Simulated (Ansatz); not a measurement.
**Property card for Li2FeS2**

Theory: DFT PBEsol, scalar-relativistic, plane waves, PAW in Ansatz.

Plane waves to 420 eV, a k mesh through Γ of 12×12×6 on the computed 5-atom cell and Gaussian smearing (0.10 eV); collinear spin from starting moments 0 0 3.72 0.17 0.17 μB.

The structure is relaxed at this level of theory with its symmetry kept. Whether it is the stable form of this composition wasn't checked.

```cif
data_structure
_symmetry_space_group_name_H-M 'P 1'
_symmetry_Int_Tables_number 1
_cell_length_a 3.7321
_cell_length_b 3.7321
_cell_length_c 6.0367
_cell_angle_alpha 90.000
_cell_angle_beta 90.000
_cell_angle_gamma 120.000
_cell_volume 72.82
loop_
_atom_site_label
_atom_site_type_symbol
_atom_site_fract_x
_atom_site_fract_y
_atom_site_fract_z
_atom_site_occupancy
Li1 Li 0.33333 0.66667 0.36288 1
Li2 Li 0.66667 0.33333 0.63712 1
Fe1 Fe 0.00000 0.00000 0.00000 1
S1 S 0.33333 0.66667 0.77802 1
S2 S 0.66667 0.33333 0.22198 1
```

(1) Formation energy from the elements' standard states (uncorrected)?

(2) Density of states at the Fermi level?

(3) Löwdin character within 0.5 eV of the Fermi level?

(4) Bulk modulus?

(5) Its pressure derivative?

(6) Bader charges (e)?

(7) Total moment?

(8) Site moments (μB; atoms counted from 1 over the whole cell)?

Only this magnetic start was tried.

Results:

(1) -0.773 eV/atom.

(2) 1.80 states/eV per cell.

(3) Fe 3d 90 %.

(4) 64 GPa.

(5) 4.6.

(6) Li (2 in the cell) 0.85, Fe (1 in the cell) 0.99, S (2 in the cell) -1.35.

(7) 4.00 μB per cell.

(8) Fe (atom 3) 3.39, S (atom 4) 0.15, S (atom 5) 0.15.

Cost: 9 runs of about 7.9 core-minutes in all, on Intel Xeon 6975P-C (Granite Rapids) (shared hosts).